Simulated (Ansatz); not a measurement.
Reaction (SMILES): C#N (CH-N) → [C-]#[NH+] (C-NH)
B3LYP-D3(BJ)/def2-TZVP geometries, fixed; electronic energies without zero-point terms.

Effect of the final integration grid (spheres per factor e of radius in core and valence, angular degree) at PBE/aug-cc-pVQZ with Ansatz (a quantum-chemistry and plane-wave program), against the last row, where the isomerisation energy is 14.82 kcal/mol. The default's grid is 13, 11, 36.

| setting | largest shift of a total energy (mEh) | shift of the isomerisation energy (kcal/mol) |
|---|---|---|
| accuracy: medium (default) | 0.000 | 0.000 |
| final_grid: 4, 3, 11 | 0.515 | -0.023 |
| final_grid: 6, 5, 17 | -0.013 | 0.011 |
| final_grid: 8, 7, 23 | -0.007 | 0.001 |
| final_grid: 10, 9, 29 | -0.001 | 0.000 |
| final_grid: 18, 15, 47 | 0.000 | 0.000 |
| final_grid: 26, 22, 59 | 0.000 | 0.000 |

Within 0.02 kcal/mol in the isomerisation energy: accuracy: medium (default); final_grid: 6, 5, 17; final_grid: 8, 7, 23; final_grid: 10, 9, 29; final_grid: 18, 15, 47. The largest shift is 0.515 mEh in a total energy and 0.023 kcal/mol in the difference.
